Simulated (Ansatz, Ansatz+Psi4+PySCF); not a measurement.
```xyz
2

B     0.0000    0.0000   -1.2095
Al    0.0000    0.0000    1.2095
```

Basis set: cc-pVTZ on B; cc-pV(T+d)Z on Al (spherical functions). Correlated methods keep 6 orbitals frozen. Charge 0, multiplicity 3.

Computed with Ansatz (development build ahead of 0.2.0); the reference of a correlated method needn't be the lowest determinant of its kind.

(1) Give the atomization energy at this shape (free ground-state atoms in the same class of orbitals less the molecule, no zero-point energy) of triplet AlB by UHF-BCCD(T), UHF-CCSD(T).

Answers

(1)

```
     method  atomization energy
UHF-BCCD(T)        162.6 kJ/mol
UHF-CCSD(T)        162.0 kJ/mol
```

Caution: the reference determinant was not shown to be the lowest.
